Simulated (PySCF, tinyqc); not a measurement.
FCI on RHF in the sto-3g basis, frozen core, for HF, spin multiplicity 1, step by step. The lowest restricted solution is unstable here: a spin-polarised one lies 0.0023 hartree lower (PySCF). One step of it, computed by the program tinyqc.

Question. FCI: determinants and Hamiltonian. Slater-Condon rules over spin orbitals, with the nuclear repulsion and the energy of the frozen orbital added and E(HF) subtracted on the diagonal. Only determinants linked to the reference directly or through others are kept (one block of an abelian symmetry group), so some states are absent.

one-electron integrals dressed by the frozen orbital, h + 2 (pq|11) - (p1|1q) (hartree), order 2, 3, 4, 5, 6:
```
[[-6.736252, 0.266618, 0.000000, 0.000000, 0.489048],
 [0.266618, -5.047891, 0.000000, 0.000000, 1.431753],
 [0.000000, 0.000000, -6.108673, 0.000000, 0.000000],
 [0.000000, 0.000000, 0.000000, -6.108673, 0.000000],
 [0.489048, 1.431753, 0.000000, 0.000000, -4.328346]]
```

energy of the frozen orbital, 2 h_11 + (11|11) = -75.49901241 hartree

Two-electron integrals over orbitals (pq|rs), unique and non-zero (hartree); the lowest 1 orbital is frozen and left out:
```
(22|22) 0.872780    (32|22) -0.045272   (32|32) 0.134830    (33|22) 0.691509
(33|32) -0.014447   (33|33) 0.676068    (42|42) 0.189386    (43|42) -0.027818
(43|43) 0.035335    (44|22) 0.895111    (44|32) -0.065634   (44|33) 0.678029
(44|44) 0.997514    (52|52) 0.189386    (53|52) -0.027818   (53|53) 0.035335
(54|54) 0.053770    (55|22) 0.895111    (55|32) -0.065634   (55|33) 0.678029
(55|44) 0.889973    (55|55) 0.997514    (62|22) -0.084983   (62|32) -0.076739
(62|33) -0.022095   (62|44) -0.084115   (62|55) -0.084115   (62|62) 0.091481
(63|22) -0.237237   (63|32) 0.079945    (63|33) -0.093348   (63|44) -0.246301
(63|55) -0.246301   (63|62) 0.036437    (63|63) 0.231945    (64|42) -0.028266
(64|43) -0.022266   (64|64) 0.029052    (65|52) -0.028266   (65|53) -0.022266
(65|65) 0.029052    (66|22) 0.638976    (66|32) 0.045683    (66|33) 0.647768
(66|44) 0.623342    (66|55) 0.623342    (66|62) -0.053422   (66|63) -0.026090
(66|66) 0.674223
```

nuclear repulsion = 3.81618181 hartree

Hartree-Fock energy = -98.50697444 hartree

Give: determinants; H - E(HF) between determinants.

Answer.

Occupation strings over the orbitals (2 doubly, a alpha, b beta, 0 empty; spin orbitals ordered 1a 1b 2a 2b ...): 222220 22a22b 2a222b 22b22a 2b222a 222202 222022 220222 2ab222 2ba222 202222

H - E(HF) between determinants (hartree), order 222220, 22a22b, 2a222b, 22b22a, 2b222a, 222202, 222022, 220222, 2ab222, 2ba222, 202222:
```
[[0.0000, 0.0000, 0.0000, 0.0000, 0.0000, 0.0291, 0.0291, 0.2319, -0.0364, 0.0364, 0.0915],
 [0.0000, 0.4233, -0.0092, -0.2319, -0.0364, 0.0223, 0.0223, 0.0673, 0.0799, -0.0313, 0.0767],
 [0.0000, -0.0092, 1.2231, -0.0364, -0.0915, 0.0283, 0.0283, -0.0799, -0.2111, 0.0767, 0.0316],
 [0.0000, -0.2319, -0.0364, 0.4233, -0.0092, -0.0223, -0.0223, -0.0673, -0.0313, 0.0799, -0.0767],
 [0.0000, -0.0364, -0.0915, -0.0092, 1.2231, -0.0283, -0.0283, 0.0799, 0.0767, -0.2111, -0.0316],
 [0.0291, 0.0223, 0.0283, -0.0223, -0.0283, 0.8773, 0.0538, 0.0353, 0.0278, -0.0278, 0.1894],
 [0.0291, 0.0223, 0.0283, -0.0223, -0.0283, 0.0538, 0.8773, 0.0353, 0.0278, -0.0278, 0.1894],
 [0.2319, 0.0673, -0.0799, -0.0673, 0.0799, 0.0353, 0.0353, 0.9015, 0.0694, -0.0694, 0.1348],
 [-0.0364, 0.0799, -0.2111, -0.0313, 0.0767, 0.0278, 0.0278, 0.0694, 1.7254, -0.1348, 0.1002],
 [0.0364, -0.0313, 0.0767, 0.0799, -0.2111, -0.0278, -0.0278, -0.0694, -0.1348, 1.7254, -0.1002],
 [0.0915, 0.0767, 0.0316, -0.0767, -0.0316, 0.1894, 0.1894, 0.1348, 0.1002, -0.1002, 2.7152]]
```
